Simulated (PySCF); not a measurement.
phosphine (H3P), SMILES P. Atoms are numbered in the order given.

```xyz
4

P      0.0000     0.0000     0.1290
H     -1.0308    -0.5951    -0.6451
H      0.0000     1.1902    -0.6451
H      1.0308    -0.5951    -0.6451
```
Charge 0, spin multiplicity 1.

Geometry optimised at PBE0-D3(BJ)/def2-TZVPD.

Calculation: PBE/pcJ-2 in PySCF.

Isotropic couplings with Fermi-contact, spin-dipole and both spin-orbit terms, one fixed conformer, no vibrational averaging. Isotopes: 1H, 31P.

**Question.** Estimate the spin–spin coupling constants. (The exact figures need the calculation; the answer reports its results.)

**Answer.** 
```csv
pair,bonds apart,J (Hz)
P1–H2,1,130.6
P1–H3,1,130.6
P1–H4,1,130.6
H2–H3,2,-12.9
H2–H4,2,-12.9
H3–H4,2,-12.9
```
